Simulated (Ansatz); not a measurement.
# CH5AlSi (SMILES C=[SiH][AlH2]): functionals against CCSD(T) at one geometry

The task here is to estimate one member of a computed series from the others.

Program: Ansatz 0.2.0, Gaussian basis. Level of theory: single points in def2-TZVPP. These are calculated values, not measurements.

Cores are frozen in the correlated methods.

## The system as given

8 atoms, charge 0, spin multiplicity 1.

Atoms are counted from 1 here; the program's logs count them from 0.

Bond lengths: C1–Si2 1.743 Å, C1–H4 1.073 Å, C1–H5 1.021 Å, Si2–Al3 2.456 Å, Si2–H6 1.481 Å, Al3–H7 1.624 Å, Al3–H8 1.642 Å. Angles: Si2–C1–H4 117.8°, Si2–C1–H5 124.0°, H4–C1–H5 117.9°, C1–Si2–Al3 129.1°, C1–Si2–H6 115.2°, Al3–Si2–H6 115.3°, Si2–Al3–H7 118.8°, Si2–Al3–H8 130.5°, H7–Al3–H8 110.1°.

Coordinates:

```mol
CH5AlSi
  3D, bonds by distance, orders not assigned

  8  7  0  0  0  0  0  0  0  0999 V2000
   -1.3331    0.9029   -0.9915 C   0  0
   -0.0054    0.6908    0.1180 Si  0  0
    1.1616   -1.3726    0.7592 Al  0  0
   -1.8453    1.8453   -0.9836 H   0  0
   -1.7124    0.1578   -1.5779 H   0  0
    0.5931    1.9434    0.6329 H   0  0
    2.5416   -1.2592    1.6077 H   0  0
    0.9147   -2.9259    0.2892 H   0  0
  1  2  8  0
  1  4  8  0
  1  5  8  0
  2  3  8  0
  2  6  8  0
  3  7  8  0
  3  8  8  0
M  END
```

Set-up of the first run:

The input, run/in.yaml:

```yaml
crystal:
  periodic: [false, false, false]
  atoms:
    - {symbol: C, position_ang: [-1.333123, 0.902866, -0.991547]}
    - {symbol: Si, position_ang: [-0.005358, 0.690779, 0.117975]}
    - {symbol: Al, position_ang: [1.161644, -1.372561, 0.759202]}
    - {symbol: H, position_ang: [-1.845270, 1.845272, -0.983622]}
    - {symbol: H, position_ang: [-1.712449, 0.157796, -1.577900]}
    - {symbol: H, position_ang: [0.593115, 1.943387, 0.632885]}
    - {symbol: H, position_ang: [2.541591, -1.259168, 1.607718]}
    - {symbol: H, position_ang: [0.914689, -2.925850, 0.289211]}
basis:
  gaussian: {orbitals: def2-TZVPP}
hamiltonian: {xc: pbe, dispersion: d4}
output: {forces: true}
```

The run is started by

```
ansatz run in.yaml --threads 2 --pin off --events-out ev --progress --plain --max-ram 3481MiB
```

Steps of the session up to this table: PBE-D4/def2-TZVPP; r2SCAN-D4/def2-TZVPP; PBE0-D4/def2-TZVPP; wB97M-V/def2-TZVPP; CCSD(T)/def2-TZVPP.

One of the session's tables, all rows but one given; the rest of the session is left out.

| method | RMS force component (eV/Å) | angle to CCSD(T) forces (°) | dipole (D) |
| --- | --- | --- | --- |
| PBE-D4 | 0.883 | 8.6 | 0.60 |
| r2SCAN-D4 | ? | ? | ? |
| PBE0-D4 | 0.897 | 11.0 | 0.55 |
| wB97M-V | 0.925 | 14.4 | 0.56 |
| CCSD(T) | 0.831 | reference | 0.57 |

Estimate the missing values for r2SCAN-D4.

The run gave: RMS force component (eV/Å): 0.871; angle to CCSD(T) forces (°): 8.0; dipole (D): 0.63. In the column «RMS force component (eV/Å)» it lies between CCSD(T) (0.831) and PBE-D4 (0.883).

To keep in mind: The reference is not at the basis limit: in triple zeta CCSD(T) underbinds, which counts against methods that bind more; the gaps are no ranking.
